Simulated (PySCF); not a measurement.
Gas-phase reaction: 2 Al(CH₃)₂F → 2 Al + 6 H + C₂H₄ + CH₂CF₂

Energies from PySCF, thermal terms from the rigid-rotor harmonic-oscillator model, ideal gas at 1 bar. † marks an energy on the PBE0/def2-TZVP geometry and frequencies; other levels use their own. MP2 freezes the core. 6-31G* has spherical d functions here. Open shells (unrestricted): Al (multiplicity 2, electronic degeneracy 6), H (multiplicity 2); the rest are closed-shell singlets. Spin-orbit splitting is ignored; it lowers the true energy and changes the entropy of Al. Methyl groups turn as free rotors in Al(CH₃)₂F. Al(CH₃)₂F: computed as isolated molecules; such fragments, hydroxides, amides, oligomers or adducts are transient or little studied in the gas. MP2 isn't extrapolated to the basis-set limit; its ΔH°(298 K) is 2441.5 kJ in def2-SVP and 2550.0 kJ in def2-TZVPP. The harmonic model lacks anharmonicity and excited electronic states, which grow with temperature; levels with a mode under 35 cm⁻¹ are left out.

ΔH° and ΔS° at 298 K: BLYP/def2-TZVP† 2466 kJ, 835 J/K; HF/6-31G* 2093 kJ, 840 J/K; MP2/def2-SVP† 2441 kJ, 835 J/K.

**Question.** With the heat capacities included, give log10 K (1 bar) at 600, 1000, 1200, 1400, 1600 K from BLYP/def2-TZVP†, HF/6-31G*, MP2/def2-SVP†.

**Answer.** 
| T (K) | BLYP/def2-TZVP† | HF/6-31G* | MP2/def2-SVP† |
|---|---|---|---|
| 600 | -170.4 | -137.6 | -168.2 |
| 1000 | -83.6 | -63.7 | -82.3 |
| 1200 | -61.8 | -45.2 | -60.7 |
| 1400 | -46.2 | -31.9 | -45.3 |
| 1600 | -34.5 | -21.9 | -33.7 |
